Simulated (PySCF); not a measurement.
Species: ethylenediamine, C2H8N2.
Cartesian coordinates in Å at the GFN2-xTB level; atoms count from 1:
```
atom  x, y, z in Å
N1     1.8953   -0.2101    0.0798
C2     0.5276   -0.1008    0.5517
C3    -0.5277    0.0990   -0.5569
N4    -1.8941    0.2115   -0.0822
H5     2.1559    0.6270   -0.4317
H6     1.9807   -0.9949   -0.5582
H7     0.4841    0.7428    1.2489
H8     0.2959   -1.0139    1.1101
H9    -0.2954    1.0111   -1.1168
H10   -0.4868   -0.7446   -1.2543
H11   -1.9780    0.9974    0.5546
H12   -2.1564   -0.6253    0.4290
```

The calculation used PySCF 2.14.0, density-fitted response routines, TDDFT CAM-B3LYP/def2-SVPD, vertical, gas phase, core orbitals frozen in the response.

Kohn–Sham orbitals with the atoms that hold most of them (Löwdin shares over 4%, at most four atoms; ? is withheld):

| orbital | ε (eV) | atoms |
| --- | --- | --- |
| LUMO+2 | 2.44 | C3 15%, C2 15%, H10 14%, H7 14% |
| LUMO+1 | 1.78 | H12 13%, H11 13%, H6 13%, H5 13% |
| LUMO | 1.32 | C3 19%, C2 19%, N1 7%, N4 7% |
| HOMO | -7.90 | ? |
| HOMO-1 | -9.25 | ? |
| HOMO-2 | -11.10 | C3 23%, C2 23%, H8 10%, H9 10% |
| HOMO-3 | -12.09 | C2 23%, C3 23%, N1 13%, N4 13% |

Problem. Which atoms hold the HOMO-1, and with what shares?

Solution. N1 (bonded to C and 2 H) 36%; N4 (bonded to C and 2 H) 36%; C2 (bonded to C, N and 2 H) 6%; C3 (bonded to C, N and 2 H) 6%. By element: nitrogen 72%, carbon 13%.

Problem. Give the leading atoms of the HOMO.

Solution. N4 (bonded to C and 2 H) 31%; N1 (bonded to C and 2 H) 31%; C3 (bonded to C, N and 2 H) 11%; C2 (bonded to C, N and 2 H) 11%. By element: nitrogen 63%, carbon 21%.

Problem. How does S1 compare with the orbital gap of 9.22 eV?

Solution. S1 is at 6.00 eV (f = 0.0000), 3.22 eV below the gap, made of HOMO→LUMO (91%). Without the coupling terms of the response equations the lowest excitation would equal the gap.

Problem. Give energy, strength and leading configuration of S1 and S2, and follow the Löwdin shares of the leading atoms from the occupied to the empty orbital.

Solution. 
- S1 (6.00 eV, f 0.0000), HOMO→LUMO (91%): N4 31% → 7%, N1 31% → 7%, C3 11% → 19%, C2 11% → 19%
- S2 (6.34 eV, f 0.056), HOMO→LUMO+1 (76%): N4 31% → at most 13%, N1 31% → at most 13%, H12 at most 11% → 13%, H11 at most 11% → 13%

One conformer stands for the species.
